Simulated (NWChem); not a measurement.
A series in which one site is exchanged, each optimised at PBE0/def2-SVP with NWChem, gas phase unless a solvent is named. Some are not confirmed as minima by frequencies. def2 effective core potentials on Sn; no spin-orbit coupling.

A: [GeH4] (GeH$_{4}$; site = Ge)
B: [SiH4] (SiH$_{4}$; site = Si)
C: C (CH$_{4}$; site = C)
D: [SnH4] (SnH4; site = Sn)

```tsv
quantity	A	B	C	D
orbital gap (eV), PBE0/def2-SVP	11.18	(withheld)	13.22	10.11
static polarisability, PBE/def2-SVPD (bohr³)	36.3	(withheld)	17.2	46.4
lowest singlet excitation, PBE/def2-SVPD, TDA (eV)	8.09	(withheld)	9.89	7.39
```

**Question.** Complete the blanks.

**Answer.** 
- orbital gap (eV), PBE0/def2-SVP, B: 11.31
- static polarisability, PBE/def2-SVPD (bohr³), B: 32.9
- lowest singlet excitation, PBE/def2-SVPD, TDA (eV), B: 8.55
